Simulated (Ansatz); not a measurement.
Geometry optimisation, Ansatz 0.2.0, RKS r2SCAN-D4/def2-SVP.

input.yaml

```yaml
crystal:
  periodic: [false, false, false]
  atoms:
    - { symbol: B, position_ang: [-0.050298, 0.459049, -0.472391] }
    - { symbol: "N", position_ang: [-0.019697, 0.034825, 2.22358] }
    - { symbol: H, position_ang: [-0.749523, -0.437881, 2.752584] }
    - { symbol: H, position_ang: [0.861045, -0.08322, 2.721298] }
    - { symbol: H, position_ang: [1.05558, 0.051786, -0.696176] }
    - { symbol: H, position_ang: [-1.067573, -0.149627, -0.654072] }
    - { symbol: Cl, position_ang: [-0.212922, 2.2384, -0.082151] }
    - { symbol: H, position_ang: [-0.237113, 1.048967, 2.203429] }
basis:
  gaussian: { orbitals: def2-SVP }
hamiltonian:
  xc: r2scan
  dispersion: d4
relax:
  f_tol: 0.03
  max_steps: 50
```

Run as:

```bash
$ ansatz run input.yaml --threads 1 --pin off --max-ram 2048MiB --backend cpu --events-out ev --progress --plain --runs-dir out
```

Question: Where does it end, and by what steps?

Answer: The forces met the threshold. After 15 steps the energy has fallen by 1.165 eV; H3 moved furthest, 0.89 Å. Joined: B1–N2 (2.73 → 1.63 Å).

```
step  energy less start (eV)  largest force component (eV/Å)  accepted
   0                  0.0000                           0.830       yes
   1                 -0.1931                           0.684       yes
   2                 -0.5213                           0.881       yes
   3                 -0.9730                           0.608       yes
   4                 -0.6106                           5.582        no
   5                 -1.0608                           0.258       yes
   6                 -1.0924                           0.151       yes
   7                 -1.1246                           0.175       yes
   8                 -1.0992                           1.154        no
   9                 -1.1453                           0.117       yes
  10                 -1.1594                           0.050       yes
  11                 -1.1520                           0.333        no
  12                 -1.1615                           0.036       yes
  13                 -1.1642                           0.080       yes
  14                 -1.1534                           0.669        no
  15                 -1.1645                           0.002       yes
```

```xyz
8
Properties=species:S:1:pos:R:3
B -0.083 0.390 0.177
N -0.058 0.221 1.801
H -0.240 -0.745 2.087
H 0.852 0.505 2.174
H 0.812 -0.319 -0.242
H -1.207 0.078 -0.169
Cl 0.266 2.206 -0.064
H -0.762 0.826 2.232
```

Whether the end is a true minimum wasn't checked by a vibrational analysis.

The run took 63 s on 1 thread of Arm Neoverse V1, with other jobs on the host, peak memory 0.14 GiB.
